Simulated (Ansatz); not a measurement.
**BH₆OSi+ (SMILES B[SiH2][OH2+]): single points off equilibrium**

One table from this session's results is given with a row withheld; the runs are named, their logs left out.

Program: Ansatz 0.2.0, Gaussian basis. Level of theory: single points in def2-TZVPP. These are calculated values, not measurements.

Cores are frozen in the correlated methods.

### The system as given

SMILES `B[SiH2][OH2+]`, 9 atoms, charge 1, spin multiplicity 1.

Atoms are counted from 1 here; the program's logs count them from 0.

Bond lengths: B1–Si2 2.033 Å, B1–H4 1.244 Å, B1–H5 1.179 Å, Si2–H6 1.532 Å, Si2–H7 1.508 Å, O3–H8 1.014 Å, O3–H9 1.037 Å. Angles: Si2–B1–H4 123.0°, Si2–B1–H5 118.6°, H4–B1–H5 118.3°, B1–Si2–H6 121.6°, B1–Si2–H7 122.2°, H6–Si2–H7 111.2°, H8–O3–H9 108.5°.

Coordinates:

```xyz
9

B    -1.15350    0.74860   -1.11230
Si    0.56220    0.58680   -0.03320
O     0.44780   -1.24250    0.83520
H    -2.09690   -0.05540   -1.01010
H    -1.27960    1.66910   -1.83860
H     0.75090    1.33300    1.29090
H     1.89020    0.27330   -0.67570
H     1.26000   -1.74770    1.17290
H    -0.39570   -1.62980    1.29780
```

The first run:

run/in.yaml

```yaml
crystal:
  periodic: [false, false, false]
  atoms:
    - {symbol: B, position_ang: [-1.153500, 0.748600, -1.112300]}
    - {symbol: Si, position_ang: [0.562200, 0.586800, -0.033200]}
    - {symbol: O, position_ang: [0.447800, -1.242500, 0.835200]}
    - {symbol: H, position_ang: [-2.096900, -0.055400, -1.010100]}
    - {symbol: H, position_ang: [-1.279600, 1.669100, -1.838600]}
    - {symbol: H, position_ang: [0.750900, 1.333000, 1.290900]}
    - {symbol: H, position_ang: [1.890200, 0.273300, -0.675700]}
    - {symbol: H, position_ang: [1.260000, -1.747700, 1.172900]}
    - {symbol: H, position_ang: [-0.395700, -1.629800, 1.297800]}
basis:
  gaussian: {orbitals: def2-TZVPP}
total_charge: 1
correlation: {method: ccsd_t}
output: {forces: true}
```

No record of the launch command was kept for these runs.

Steps of the session up to this table: CCSD(T)/def2-TZVPP; PBE0-D4/def2-TZVPP; wB97M-V/def2-TZVPP; r2SCAN-D4/def2-TZVPP; PBE-D4/def2-TZVPP; HSE06-D4/def2-TZVPP; BLYP-D4/def2-TZVPP.

One table of the session follows, with a row left open; its other results are not shown here.

| method | RMS force component (eV/Å) | angle to CCSD(T) forces (°) |
| --- | --- | --- |
| CCSD(T) | 0.946 | reference |
| PBE0-D4 | 0.940 | 5.3 |
| wB97M-V | ? | ? |
| r2SCAN-D4 | 0.901 | 5.0 |
| PBE-D4 | 0.773 | 9.0 |
| HSE06-D4 | 0.938 | 5.3 |
| BLYP-D4 | 0.766 | 6.0 |

Q: Estimate the row for wB97M-V from the others.

As computed: RMS force component (eV/Å): 0.944; angle to CCSD(T) forces (°): 3.8. In the column «RMS force component (eV/Å)» it lies between PBE0-D4 (0.940) and CCSD(T) (0.946).
